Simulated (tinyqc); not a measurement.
Inside a calculation. Method: UHF in the sto-3g basis, for BH, spin multiplicity 3. One step of it, computed by the program tinyqc.

Question. Iteration 1: building the Fock matrix. J_ij = sum D_kl (ij|kl) with D = D(alpha) + D(beta), K_ij = sum D_kl (ik|jl) for each spin; F = H + J - K(s); E = tr D H + tr D J / 2 - 0.5 sum_s tr D(s) K(s) + E_nn.

D(alpha) at the start:
```
            1B 1s      1B 2s    1B 2px    1B 2py     1B 2pz      2H 1s
1B 1s    1.451855  -0.370901  0.000000  0.000000   0.012659  -0.027288
1B 2s   -0.370901   1.385515  0.000000  0.000000  -0.039546   0.100714
1B 2px   0.000000   0.000000  0.213839  0.000000   0.000000   0.000000
1B 2py   0.000000   0.000000  0.000000  0.213839   0.000000   0.000000
1B 2pz   0.012659  -0.039546  0.000000  0.000000   0.189884   0.033330
2H 1s   -0.027288   0.100714  0.000000  0.000000   0.033330   0.628460
```

D(beta) at the start:
```
            1B 1s      1B 2s    1B 2px    1B 2py     1B 2pz      2H 1s
1B 1s    0.725928  -0.185451  0.000000  0.000000   0.006330  -0.013644
1B 2s   -0.185451   0.692758  0.000000  0.000000  -0.019773   0.050357
1B 2px   0.000000   0.000000  0.106919  0.000000   0.000000   0.000000
1B 2py   0.000000   0.000000  0.000000  0.106919   0.000000   0.000000
1B 2pz   0.006330  -0.019773  0.000000  0.000000   0.094942   0.016665
2H 1s   -0.013644   0.050357  0.000000  0.000000   0.016665   0.314230
```

core Hamiltonian H = T + V (hartree):
```
             1B 1s      1B 2s     1B 2px     1B 2py     1B 2pz      2H 1s
1B 1s   -12.740735  -3.300353   0.000000   0.000000  -0.016549  -0.702959
1B 2s    -3.300353  -3.820814   0.000000   0.000000  -0.148947  -1.554072
1B 2px    0.000000   0.000000  -2.989450   0.000000   0.000000   0.000000
1B 2py    0.000000   0.000000   0.000000  -2.989450   0.000000   0.000000
1B 2pz   -0.016549  -0.148947   0.000000   0.000000  -3.098572  -1.445658
2H 1s    -0.702959  -1.554072   0.000000   0.000000  -1.445658  -2.541914
```

Two-electron integrals (ij|kl) in chemists' order, unique and non-zero (hartree):
```
(11|11) 2.923513   (21|11) 0.518376   (21|21) 0.109262   (22|11) 0.744229
(22|21) 0.193177   (22|22) 0.544804   (31|31) 0.020264   (32|31) 0.029996
(32|32) 0.120346   (33|11) 0.742491   (33|21) 0.193240   (33|22) 0.544682
(33|33) 0.586773   (41|41) 0.020264   (42|41) 0.029996   (42|42) 0.120346
(43|43) 0.031630   (44|11) 0.742491   (44|21) 0.193240   (44|22) 0.544682
(44|33) 0.523513   (44|44) 0.586773   (51|51) 0.020264   (52|51) 0.029996
(52|52) 0.120346   (53|53) 0.031630   (54|54) 0.031630   (55|11) 0.742491
(55|21) 0.193240   (55|22) 0.544682   (55|33) 0.523513   (55|44) 0.523513
(55|55) 0.586773   (61|11) 0.108493   (61|21) 0.022793   (61|22) 0.040441
(61|33) 0.040243   (61|44) 0.040243   (61|51) 0.001656   (61|52) 0.003049
(61|55) 0.040860   (61|61) 0.004906   (62|11) 0.257062   (62|21) 0.067736
(62|22) 0.209566   (62|33) 0.203619   (62|44) 0.203619   (62|51) 0.007467
(62|52) 0.045084   (62|55) 0.221265   (62|61) 0.015086   (62|62) 0.110229
(63|31) 0.006848   (63|32) 0.031818   (63|53) 0.008466   (63|63) 0.012302
(64|41) 0.006848   (64|42) 0.031818   (64|54) 0.008466   (64|64) 0.012302
(65|11) 0.238882   (65|21) 0.063791   (65|22) 0.208291   (65|33) 0.197203
(65|44) 0.197203   (65|51) 0.012938   (65|52) 0.072853   (65|55) 0.230246
(65|61) 0.014915   (65|62) 0.128364   (65|65) 0.158747   (66|11) 0.414578
(66|21) 0.111289   (66|22) 0.389106   (66|33) 0.365895   (66|44) 0.365895
(66|51) 0.015081   (66|52) 0.120215   (66|55) 0.435095   (66|61) 0.025285
(66|62) 0.260044   (66|65) 0.329413   (66|66) 0.774606
```

nuclear repulsion = 2.09824429 hartree

Give: Coulomb J; exchange K(alpha); exchange K(beta); F(alpha); F(beta); total energy of this density.

Answer.

Coulomb J (hartree):
```
         1B 1s   1B 2s  1B 2px  1B 2py  1B 2pz   2H 1s
1B 1s   8.5080  1.7177  0.0000  0.0000  0.0148  0.3616
1B 2s   1.7177  3.4903  0.0000  0.0000  0.1208  1.3986
1B 2px  0.0000  0.0000  3.4621  0.0000  0.0000  0.0000
1B 2py  0.0000  0.0000  0.0000  3.4621  0.0000  0.0000
1B 2pz  0.0148  0.1208  0.0000  0.0000  3.5336  1.4300
2H 1s   0.3616  1.3986  0.0000  0.0000  1.4300  2.7723
```

exchange K(alpha) (hartree):
```
         1B 1s   1B 2s  1B 2px  1B 2py  1B 2pz   2H 1s
1B 1s   4.0257  0.7353  0.0000  0.0000  0.0122  0.1714
1B 2s   0.7353  0.9553  0.0000  0.0000  0.0906  0.5201
1B 2px  0.0000  0.0000  0.3265  0.0000  0.0000  0.0000
1B 2py  0.0000  0.0000  0.0000  0.3265  0.0000  0.0000
1B 2pz  0.0122  0.0906  0.0000  0.0000  0.4279  0.3484
2H 1s   0.1714  0.5201  0.0000  0.0000  0.3484  0.7341
```

exchange K(beta) (hartree):
```
         1B 1s   1B 2s  1B 2px  1B 2py  1B 2pz   2H 1s
1B 1s   2.0129  0.3677  0.0000  0.0000  0.0061  0.0857
1B 2s   0.3677  0.4776  0.0000  0.0000  0.0453  0.2601
1B 2px  0.0000  0.0000  0.1632  0.0000  0.0000  0.0000
1B 2py  0.0000  0.0000  0.0000  0.1632  0.0000  0.0000
1B 2pz  0.0061  0.0453  0.0000  0.0000  0.2140  0.1742
2H 1s   0.0857  0.2601  0.0000  0.0000  0.1742  0.3670
```

F(alpha) (hartree):
```
          1B 1s    1B 2s  1B 2px  1B 2py   1B 2pz    2H 1s
1B 1s   -8.2585  -2.3180  0.0000  0.0000  -0.0139  -0.5127
1B 2s   -2.3180  -1.2858  0.0000  0.0000  -0.1187  -0.6756
1B 2px   0.0000   0.0000  0.1461  0.0000   0.0000   0.0000
1B 2py   0.0000   0.0000  0.0000  0.1461   0.0000   0.0000
1B 2pz  -0.0139  -0.1187  0.0000  0.0000   0.0071  -0.3640
2H 1s   -0.5127  -0.6756  0.0000  0.0000  -0.3640  -0.5037
```

F(beta) (hartree):
```
          1B 1s    1B 2s  1B 2px  1B 2py   1B 2pz    2H 1s
1B 1s   -6.2456  -1.9503  0.0000  0.0000  -0.0078  -0.4270
1B 2s   -1.9503  -0.8082  0.0000  0.0000  -0.0734  -0.4155
1B 2px   0.0000   0.0000  0.3094  0.0000   0.0000   0.0000
1B 2py   0.0000   0.0000  0.0000  0.3094   0.0000   0.0000
1B 2pz  -0.0078  -0.0734  0.0000  0.0000   0.2211  -0.1898
2H 1s   -0.4270  -0.4155  0.0000  0.0000  -0.1898  -0.1366
```

total energy of this density = -25.171311 hartree

This density is the starting one; it is not idempotent, so its energy is not variational and may lie below the converged one.
